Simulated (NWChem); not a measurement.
**C3H3 (cyclopropenyl radical): levels of theory compared**

Aim: a comparison of 5 runs (UHF/3-21G, UB3LYP/6-31G*, UMP2/3-21G, UMP2/def2-SVPD, UMP2/pcseg-2) of C3H3 (cyclopropenyl radical). 

The calculation is run with NWChem 7.3.0.

### 1 The molecule

C3H3: 6 atoms, total charge 0, spin state doublet. As SMILES, `[CH]1C=C1`. The shape is that of a PBE0-D4/def2-TZVP optimisation.

Bond lengths: C1–C2 1.451 Å, C1–C3 1.451 Å, C2–C3 1.307 Å, C1–H4 1.090 Å, C2–H5 1.077 Å, C3–H6 1.077 Å. Angles: C1–C2–C3 63.2°, C2–C1–C3 53.5°, C1–C3–C2 63.2°, C1–C2–H5 148.3°, C3–C2–H5 148.5°, C2–C1–H4 129.6°, C3–C1–H4 129.6°, C1–C3–H6 148.3°, C2–C3–H6 148.5°.

### 2 Energy and gradient at UHF/3-21G (run 1)

The input, c3h3.nw:

```
start c3h3
memory stack 880 mb heap 220 mb global 1100 mb
geometry units angstrom noautosym nocenter noautoz
   C       -0.672510      -0.511460      -0.389220
   C        0.569550       0.236690      -0.449260
   C        0.154530      -0.120620       0.737460
   H       -1.684210      -0.200530      -0.649440
   H        1.315420       0.727680      -1.051860
   H        0.317210      -0.131770       1.802310
end
basis spherical bse
   * library 3-21G
end
scf
   doublet
   uhf
   thresh 1e-08
   maxiter 80
end
task scf gradient
```

Launch:

```sh
$ nwchem c3h3.nw > c3h3.out
```

The program printed:

```text
[...]
  functions       =    33
[...]
  wavefunction    = UHF
[...]
         Total SCF energy =   -114.526531831836
      One electron energy =   -268.337939756673
      Two electron energy =     95.540861913668
 Nuclear repulsion energy =     58.270546011168
                       Sz =      0.5000
                 Sz(Sz+1) =      0.7500
                      S^2 =      0.7579
[...]
                         UHF ENERGY GRADIENTS
    atom               coordinates                        gradient
                 x          y          z           x          y          z
   1 C      -1.270860  -0.966519  -0.735519    0.034136   0.011743   0.015591
   2 C       1.076293   0.447279  -0.848978   -0.020424  -0.012382  -0.001608
   3 C       0.292019  -0.227939   1.393597   -0.015246  -0.007868  -0.017112
   4 H      -3.182695  -0.378947  -1.227264   -0.010251   0.002263  -0.002882
   5 H       2.485783   1.375116  -1.987727    0.009907   0.006570  -0.008463
   6 H       0.599440  -0.249009   3.405872    0.001878  -0.000326   0.014473
[...]
```

It took 3.3 s on 1 thread of Intel Xeon Platinum 8375C at 2.90GHz (Ice Lake), shared host; peak memory 0.1 GiB.

### 3 Energy and gradient at UB3LYP/6-31G(d) (Cartesian functions) (run 2)

The input, run.py:

```python
from ase import Atoms
from ase.calculators.nwchem import NWChem

atoms = Atoms(['C', 'C', 'C', 'H', 'H', 'H'], positions=[
    [-0.672510, -0.511460, -0.389220],
    [0.569550, 0.236690, -0.449260],
    [0.154530, -0.120620, 0.737460],
    [-1.684210, -0.200530, -0.649440],
    [1.315420, 0.727680, -1.051860],
    [0.317210, -0.131770, 1.802310],
])

calc = NWChem(
    label='c3h3',
    theory='dft',
    memory='2200 mb',
    basis='6-31G*',
    dft={'xc': 'b3lyp', 'mult': '2', 'grid': 'xfine', 'convergence': 'energy 1e-08', 'iterations': '100', 'mulliken': None},
)
atoms.calc = calc

forces = atoms.get_forces()
e = atoms.get_potential_energy()
print(f"E = {e:.6f} eV")
print("forces (eV/A):")
for s, f in zip(atoms.symbols, forces):
    print(f"{s:2s} {f[0]:10.5f} {f[1]:10.5f} {f[2]:10.5f}")
```

Launch:

```sh
$ export ASE_NWCHEM_COMMAND="nwchem PREFIX.nwi > PREFIX.nwo"
$ python run.py
```

The program printed:

```text
E = -3155.171750 eV
forces (eV/A):
C    -0.39585   -0.44280   -0.27135
C     0.39096    0.28683   -0.36782
C     0.04952   -0.00710    0.60565
H    -0.14362    0.09832   -0.02062
H     0.08253    0.06078   -0.06762
H     0.01646    0.00396    0.12177
```

The calculator wrote c3h3.nwi:

```
title "c3h3"

permanent_dir c3h3

scratch_dir c3h3

start c3h3

geometry units angstrom nocenter noautosym noautoz
  C  -6.7251000000000005e-01 -5.1146000000000003e-01 -3.8922000000000001e-01
  C  5.6955000000000000e-01 2.3669000000000001e-01 -4.4925999999999999e-01
  C  1.5453000000000000e-01 -1.2062000000000000e-01 7.3746000000000000e-01
  H  -1.6842100000000000e+00 -2.0053000000000001e-01 -6.4944000000000002e-01
  H  1.3154200000000000e+00 7.2767999999999999e-01 -1.0518600000000000e+00
  H  3.1720999999999999e-01 -1.3177000000000000e-01 1.8023100000000001e+00
end

memory 2200 mb

basis noprint
   * library 6-31G*
end

dft
  xc b3lyp
  mult 2
  grid xfine
  convergence energy 1e-08
  iterations 100
  mulliken
end

task dft gradient
```

c3h3.nwo:

```text
Northwest Computational Chemistry Package (NWChem) 7.3.0
             --------------------------------------------------------

           Job information
           ---------------

    nwchem branch   = 7.3.0
    use scalapack   = T
    input           = c3h3.nwi
    prefix          = c3h3.
    data base       = c3h3/c3h3.db
    status          = startup
    nproc           =        1

           Memory information
           ------------------

    heap     =     72089594 doubles =      550.0 Mbytes
    stack    =     72089599 doubles =      550.0 Mbytes
    global   =    144179200 doubles =     1100.0 Mbytes (distinct from heap & stack)
    total    =    288358393 doubles =     2200.0 Mbytes
    verify   = yes
    hardfail = no

[... 119 lines left out ...]
          Convergence on energy requested:  1.00D-08
[... 25 lines left out ...]
          Convergence Information
[... 30 lines left out ...]
 1-e energy   =    -267.725690
[... 56 lines left out ...]
      One electron energy =     -269.872038561579
[... 8 lines left out ...]
                    DFT Final Alpha Molecular Orbital Analysis
[... 844 lines left out ...]
          Convergence on gradient requested:  5.00D-04
[... 26 lines left out ...]
          total energy or number of iterations.
[... 37 lines left out ...]
                 ----------------------------------------
                 |  Time  |  1-e(secs)   |  2-e(secs)   |
                 ----------------------------------------
                 |  CPU   |       0.00   |       0.28   |
                 ----------------------------------------
                 |  WALL  |       0.00   |       0.28   |
                 ----------------------------------------

 Task  times  cpu:       35.2s     wall:       35.2s
 Total times  cpu:       35.2s     wall:       35.2s
```

It took 37 s on 1 thread of Intel Xeon Platinum 8375C at 2.90GHz (Ice Lake), shared host; peak memory 0.13 GiB.

Runs 3 to 4 aren't shown in full; the table further down has their settings and results.

### 4 Energy and gradient at UMP2/pcseg-2 (run 5)

The input, sp.nw:

```
start sp
title "C3H3"
memory total 2200 mb

geometry units atomic noautosym nocenter noautoz
 C     -1.27085972    -0.96651932    -0.73551920
 C      1.07629351     0.44727928    -0.84897836
 C      0.29201938    -0.22793877     1.39359743
 H     -3.18269564    -0.37894678    -1.22726373
 H      2.48578354     1.37511591    -1.98772732
 H      0.59944002    -0.24900921     3.40587229
end

basis "ao basis" spherical bse
 * library pcseg-2
end

scf
 nopen 1
 uhf
 thresh 1e-08
 maxiter 80
end

mp2
 freeze core 3
 tight
end

task mp2 gradient
```

Launch:

```sh
$ nwchem sp.nw > sp.out
```

The program printed:

```text
[...]
  functions       =   132
[...]
  wavefunction    = UHF
[...]
         Total SCF energy =   -115.230591323982
      One electron energy =   -269.505840306360
      Two electron energy =     96.004707185568
 Nuclear repulsion energy =     58.270541796810
                       Sz =      0.5000
                 Sz(Sz+1) =      0.7500
                      S^2 =      0.7611
[...]
          Total MP2 energy          -115.674554084121
[...]
                         mp2 ENERGY GRADIENTS
    atom               coordinates                        gradient
                 x          y          z           x          y          z
   1 C      -1.270860  -0.966519  -0.735519    0.007191   0.001903   0.003032
   2 C       1.076294   0.447279  -0.848978   -0.008129  -0.006220   0.011927
   3 C       0.292019  -0.227939   1.393597    0.001554   0.002094  -0.015392
   4 H      -3.182696  -0.378947  -1.227264   -0.004051   0.000509  -0.001274
   5 H       2.485784   1.375116  -1.987727    0.002679   0.001688  -0.001887
   6 H       0.599440  -0.249009   3.405872    0.000758   0.000026   0.003595
[...]
```

Run time: 5.1 min. Hardware: 1 thread of Intel Xeon Platinum 8375C at 2.90GHz (Ice Lake), shared host; peak memory 0.53 GiB.

### 5 Overview of the runs

```
run                                level  Cartesian functions  iteration cap  energy (Eh)  dipole moment (D)  HOMO energy (eV)  LUMO energy (eV)  wall time
  1                            UHF/3-21G                   no             80  -114.526532               1.31             -7.72              4.35      3.3 s
  2  UB3LYP/6-31G* (Cartesian functions)                  yes            100  -115.950424               1.45             -4.15             -0.27       37 s
  3                           UMP2/3-21G                   no             80  -114.772268               1.39             -7.72              4.35      5.4 s
  4                       UMP2/def2-SVPD                   no             80  -115.496378               1.46             -7.77              2.89       45 s
  5                         UMP2/pcseg-2                   no             80  -115.674554               1.49             -7.73              3.02    5.1 min
```

### 6 Results

```
                                                         quantity          value
                                              run 5: total energy  -115.67455 Eh
   run 5: dipole moment (of the density that the program reports)         1.49 D
run 5: HOMO energy (Hartree–Fock orbitals) (highest over α and β)       -7.73 eV
 run 5: LUMO energy (Hartree–Fock orbitals) (lowest over α and β)        3.02 eV
               run 5: correlation energy (3 core orbitals frozen)     -444.0 mEh
                         run 5: ⟨S²⟩ of the reference determinant          0.761
                                  run 5: largest force on an atom     0.808 eV/Å
```

**Reading.** The dipole moment (its size) runs from 1.31 D (UHF/3-21G) to 1.49 D (UMP2/pcseg-2). The two ends differ in method and basis. All runs together took 6.6 min, the longest 5.1 min.
